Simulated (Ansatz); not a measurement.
**Structure relaxation of OsC3**

These are results of Ansatz, DFT PBE, scalar-relativistic, plane waves, PAW, not measurements. Cutoff 420 eV, Γ-centred k mesh, Gaussian smearing, no spin polarisation in the final step.

The start is a random cell of OsC3 with space group P6_3/mcm (No. 193), drawn with lower limits on the distances.

```
CELL_PARAMETERS angstrom
4.27187 0.00000 0.00000
-2.13594 3.69955 0.00000
0.00000 0.00000 5.66778
ATOMIC_POSITIONS crystal
Os 0.00000 0.00000 0.00000
Os 0.00000 0.00000 0.50000
C 0.33333 0.00000 0.25000
C 0.00000 0.33333 0.25000
C 0.66667 0.66667 0.25000
C 0.66667 0.00000 0.75000
C 0.33333 0.33333 0.75000
C 0.00000 0.66667 0.75000
```

Cell and atoms relax at zero pressure; the relaxation can't lower the symmetry of the start. After a coarse first stage the cell is made exact in the group found at 0.06 Å.

Energies over the elements count from the elements' standard structures at the same level, with no empirical corrections.

Question: Which crystal results?

Answer: It ends in P6/mmm (No. 191). Conventional cell: a = 3.522 Å, c = 2.994 Å. Around Os lie 12 C at 2.31 Å; around C lie 4 C at 1.76 Å.

Space group P6/mmm (No. 191). a = 3.522 Å, b = 3.522 Å, c = 2.994 Å, α = 90.00°, β = 90.00°, γ = 120.00°
| atom | site | symmetry | x | y | z |
| --- | --- | --- | --- | --- | --- |
| Os | 1a | 6/mmm | 0.0000 | 0.0000 | 0.0000 |
| C | 3g | mmm | 0.5000 | 0.0000 | 0.5000 |

Question: What are its volume, energy, density and gap?

Answer: The volume per atom is 8.04 Å³, the density is 11.68 g/cm³ and the energy over the elements is 2.61 eV/atom. The gap on the 18×18×16 mesh is 0 eV (a metal).

The final run used a 18×18×16 mesh on its 4-atom cell and 0.10 eV smearing. The k mesh leaves about 4 meV/atom of noise in metals. Spin–orbit coupling is left out. A structure relaxed within its symmetry needn't be a true minimum.

Cost: 2 runs of about 0.77 core-minutes in all, on Intel Xeon 6975P-C (Granite Rapids) (shared hosts).